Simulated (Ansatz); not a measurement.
**C2H5N (N-methylmethanimine): the vertical ionisation energy from total energies**

C2H5N: 8 atoms, total charge 0, spin state singlet. SMILES: `C=NC`. The coordinates come from a PBE0-D4/def2-TZVP relaxation.

Both states at this one shape; open shells run unrestricted unless said. 1 Eh = 27.2114 eV.

```tsv
level	program	singlet C2H5N (Eh)	doublet C2H5N+ (Eh)
HF/6-311++G(2d,2p) (sfX2C)	Ansatz	-133.161461	-132.846990
PBE-QIDH/x2c-SVPall (sfX2C), 3 core orbitals frozen	Ansatz	-133.676403	-133.317127
```

Problem. Work out the vertical ionisation energy at each level.

Solution. 
1. HF/6-311++G(2d,2p) (sfX2C): -132.846990 − (-133.161461) = 0.314471 Eh = 8.56 eV.
2. PBE-QIDH/x2c-SVPall (sfX2C): -133.317127 − (-133.676403) = 0.359276 Eh = 9.78 eV.

No measured value is set beside it here; the levels span 8.56 to 9.78 eV. Hartree–Fock favours the state with fewer electron pairs, since it lacks pair correlation. The second state is spin-contaminated at HF/6-311++G(2d,2p) (sfX2C) (⟨S²⟩ = 0.92).
